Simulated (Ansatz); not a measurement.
# C4H7N: the cost of one run

Computed with Ansatz 0.2.0 (the levels named in each step, unless a step's input says otherwise).

## Step 1: The starting structure

Bond lengths: C1–C2 1.523 Å, C2–C3 1.535 Å, C3–C4 1.441 Å, C4–N5 1.143 Å, C1–H6 1.088 Å, C1–H7 1.088 Å, C1–H8 1.087 Å, C2–H9 1.092 Å, C2–H10 1.092 Å, C3–H11 1.094 Å, C3–H12 1.094 Å. Angles (14 of 19 angles, heavy atoms first): C1–C2–C3 111.6°, C2–C3–C4 111.1°, C3–C4–N5 179.3°, C1–C2–H9 109.6°, C1–C2–H10 109.9°, C3–C2–H9 109.1°, C3–C2–H10 108.6°, C2–C1–H6 110.7°, C2–C1–H7 110.4°, C2–C1–H8 110.4°, C2–C3–H11 110.4°, C2–C3–H12 110.2°, C4–C3–H11 108.1°, C4–C3–H12 108.4°.

Coordinates:

```xyz
12

C    -1.8005   -0.5803    0.2197
C    -0.5265   -1.2142   -0.3239
C     0.7260   -0.6217    0.3364
C     0.8767    0.7719    0.0042
N     0.9872    1.8760   -0.2707
H    -1.8929   -0.7597    1.2893
H    -1.7915    0.4945    0.0507
H    -2.6733   -0.9993   -0.2750
H    -0.4704   -1.0579   -1.4034
H    -0.5403   -2.2907   -0.1402
H     1.6215   -1.1511   -0.0016
H     0.6588   -0.7118    1.4247
```

## Step 2: A rough first relaxation, PBE-D4/def2-SVP

This run stands in another session on the same molecule. It ended at:

```xyz
12

C    -1.8289   -0.5854    0.2095
C    -0.5380   -1.2153   -0.3130
C     0.7389   -0.6183    0.3176
C     0.9180    0.8048    0.0240
N     1.0407    1.9424   -0.2272
H    -1.9340   -0.7288    1.3054
H    -1.8534    0.5059    0.0101
H    -2.7182   -1.0361   -0.2748
H    -0.4765   -1.1040   -1.4164
H    -0.5307   -2.3070   -0.1092
H     1.6412   -1.1603   -0.0386
H     0.7158   -0.7423    1.4229
```

## Step 3: Relaxation, PBE0-D4/def2-TZVPP

This run stands in another session on the same molecule. It ended at:

```xyz
12

C    -1.8083   -0.5761    0.2064
C    -0.5338   -1.2149   -0.3130
C     0.7305   -0.6274    0.3184
C     0.8890    0.7896    0.0299
N     0.9942    1.9085   -0.2130
H    -1.9031   -0.7065    1.2872
H    -1.8259    0.4952   -0.0033
H    -2.6867   -1.0228   -0.2611
H    -0.4714   -1.1036   -1.3981
H    -0.5365   -2.2880   -0.1068
H     1.6215   -1.1479   -0.0415
H     0.7054   -0.7504    1.4052
```

## Step 4: Frequencies, PBE0-D4/def2-TZVPP

File input.yaml:

```yaml
crystal:
  periodic: [false, false, false]
  atoms:
    - { symbol: C, position_ang: [-1.80833335, -0.57611696, 0.20637481] }
    - { symbol: C, position_ang: [-0.53382027, -1.21487992, -0.31300193] }
    - { symbol: C, position_ang: [0.73050328, -0.62744744, 0.31837819] }
    - { symbol: C, position_ang: [0.8889777, 0.78964326, 0.02986076] }
    - { symbol: "N", position_ang: [0.99423816, 1.90847376, -0.21295136] }
    - { symbol: H, position_ang: [-1.90306545, -0.70647578, 1.28719005] }
    - { symbol: H, position_ang: [-1.82594678, 0.49524974, -0.00325845] }
    - { symbol: H, position_ang: [-2.68674861, -1.02282256, -0.26112037] }
    - { symbol: H, position_ang: [-0.47137735, -1.10359927, -1.39814241] }
    - { symbol: H, position_ang: [-0.53647618, -2.28801707, -0.10681458] }
    - { symbol: H, position_ang: [1.62148792, -1.14793441, -0.04145573] }
    - { symbol: H, position_ang: [0.70542092, -0.75040335, 1.405181] }
basis:
  gaussian: { orbitals: def2-TZVPP }
hamiltonian:
  xc: pbe0
  dispersion: d4
phonons: {}
```

On the command line:

```sh
$ ansatz run input.yaml --threads 4 --pin off --max-ram 10240MiB --backend cpu --events-out ev --progress --plain --runs-dir out
```

Q: Estimate wall time and peak memory on 4 threads of Arm Neoverse N1, shared host.

About 5.6 min, with a peak of 0.69 GiB.
